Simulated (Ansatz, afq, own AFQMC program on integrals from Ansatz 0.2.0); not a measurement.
## GeH, doublet: AFQMC among the cluster methods

| atom | x (Å) | y (Å) | z (Å) |
| --- | --- | --- | --- |
| Ge | 0.0000 | 0.0000 | 0.0000 |
| H | 0.0000 | 0.0000 | 1.6012 |

Basis cc-pVTZ. Noble-gas cores (and the filled d shells of Ga–Kr and In–Xe) are frozen. Integrals, coupled cluster, full CI and functionals: Ansatz 0.2.0; the random walks run on the same integrals in our own AFQMC program. ph-AFQMC/CISD is guided by a CISD state made of CCSD amplitudes; releasing the constraint for a short imaginary time cuts its bias at the price of noise, slowly where states lie close. Free projection: walkers drawn from exp(T), propagated without any constraint. Its projection time is finite, and what remains of the start isn't in its error. ± is one standard error of the sampling. No spin–orbit coupling.

Determinant: UHF, the one that the program's search chose, which needn't be the lowest solution. The geometry is a point of a scan.

Full CI on the same integrals is exact in this basis and with this determinant's frozen core.

Cautions: no relativity below Rb; no spin-orbit coupling; inner d shell frozen.

The T1 diagnostic is 0.0151 and the weight of the determinant in the CISD state is 0.926. The ⟨S²⟩ of the determinant is 0.765 and the size of the correlated space is 5 electrons in 43 orbitals.

```csv
level,correlation energy (eV)
MP2,-2.0531
CCSD,-2.6238
CCSD(T),-2.6920
```

**Question.** Estimate where phaseless AFQMC with the Hartree–Fock trial lies against CCSD(T) on the same integrals.

**Answer.** 0.46 ± 0.43 kcal/mol above CCSD(T). The gap is under twice the noise, so this walk alone can't tell the two apart.

Reference: full CI, correlation energy -2.710 eV. The released energy is read at 2.40 1/Eh (meV from the phaseless value at times in 1/Eh: -1.2 ± 1.2 at 0.24, -2.8 ± 1.0 at 0.51, -5.2 ± 1.5 at 0.99, -4.2 ± 0.8 at 1.62, -3.9 ± 0.9 at 2.40).

| level | E − E(reference) (kcal/mol) | share of correlation (%) |
| --- | --- | --- |
| CCSD(T) | 0.42 | 99.32 |
| CCSDT | 0.05 | 99.93 |
| CCSDT(Q) | 0.01 | 99.99 |
| CCSDTQ | 0.00 | 100.00 |
| ph-AFQMC/HF | 0.88 ± 0.43 | 98.59 |
| ph-AFQMC/CISD | 0.13 ± 0.03 | 99.79 |
| released AFQMC | 0.04 ± 0.02 | 99.93 |
| free AFQMC | 0.03 ± 0.02 | 99.95 |

CCSDT and higher add their correlation energy to the determinant of the CCSD(T) run, since their own runs factorise the integrals more tightly (a shift of under 2 meV). Free projections are given only where their last times agree within the noise and don't stop above the reference; a slow remainder of the start can still hide under it. A walk keeps the symmetry of its determinant, which the program's search chose and which needn't be the lowest solution, so a lower state of the same spin and another symmetry isn't excluded. Released energies are given only where the last usable release times agree within the noise; a slower fall can still hide under it.
